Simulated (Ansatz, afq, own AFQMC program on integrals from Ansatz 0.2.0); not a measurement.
**AlSiH, singlet → AlSiH, triplet, worked out**

| atom | x (Å) | y (Å) | z (Å) |
| --- | --- | --- | --- |
| Si | 0.0000 | -0.0660 | 1.2777 |
| Al | 0.0000 | 0.0144 | -1.3676 |
| H | 0.0000 | 1.4550 | 1.0066 |

Connectivity, by distances: SiH–Al.

Both states at this geometry.

Basis cc-pVDZ. Only valence electrons are correlated. Ansatz 0.2.0 and our own AFQMC program on the same integrals; the CISD trial comes from CCSD amplitudes, and released means the phaseless constraint is let go. ± is one standard error of the sampling.

Total energies in eV. CBS is CCSD(T) at the limit of def2-TZVPP/QZVPP (extrapolated itself); the highest rung of each member is named.

Cautions: AlSiH (singlet): another spin lies lower, restricted determinant unstable towards unrestricted (UHF 691 meV lower, ⟨S²⟩ 1.13), the released energies are still falling, so no released level is given (meV from the phaseless value at times in 1/Eh: -7 ± 4 at 0.24, -14 ± 3 at 0.51, -17 ± 3 at 0.99, -21.3 ± 1.9 at 1.62, -29 ± 4 at 2.40), CCSDTQ on the UHF determinant differs (436 meV lower), perhaps since the unrestricted series falls towards higher spin, its ph-AFQMC/CISD value lies 49.0 ± 2.5 meV above CCSDTQ; AlSiH (triplet): unrestricted determinant slightly spin contaminated (⟨S²⟩ 2.06 against 2.00), the released energies are still falling, so no released level is given (meV from the phaseless value at times in 1/Eh: -3 ± 3 at 0.24, -8 ± 4 at 0.51, -10.9 ± 2.1 at 0.99, -12.8 ± 1.7 at 1.62, -15 ± 3 at 2.40), its ph-AFQMC/CISD value lies 26 ± 4 meV above CCSDTQ; core correlation is missing, and it shifts such a gap most where an s electron is promoted.

```csv
member,count,CCSD(T)/cc-pVDZ,highest rung in cc-pVDZ,which,CCSD(T)/CBS
"AlSiH, triplet",+1,-14463.1645,-14463.2249,CCSDTQ,-14464.9107
"AlSiH, singlet",-1,-14462.7062,-14462.7725,CCSDTQ,-14464.5575
```

Question: Work out the best estimate of the vertical spin gap: the CCSD(T)/CBS difference plus the step from CCSD(T) to the highest rung.

Answer: Sums with the counts: CCSD(T)/CBS -0.3532 eV, highest rung -0.4524 eV, CCSD(T)/cc-pVDZ -0.4583 eV. The step is -0.4524 − -0.4583 = 0.0059 eV, so the best estimate is -0.3532 + (0.0059) = -0.3473 eV = -8.0 kcal/mol. The basis set is worth 0.105 eV of it. Zero-point, core-correlation and spin–orbit terms aren't in it. Past Ne the Hartree–Fock part of each CBS total tends to overshoot, since the cores don't follow the formula; that largely cancels in the difference.

Best estimates are given only where the step beyond CCSD(T) is under 0.3 eV and no member's determinant is very poor (T1 over 0.05, or 0.07 for open shells, ⟨S²⟩ too high by 0.3, two states mixed), so the hardest cases are missing from such tables.

CCSDT and higher add their correlation energy to the determinant of the CCSD(T) run, since their own runs factorise the integrals more tightly (a shift of under 2 meV). Each member of a difference takes its own highest rung, so a best estimate needn't equal the limit plus the step of one row.
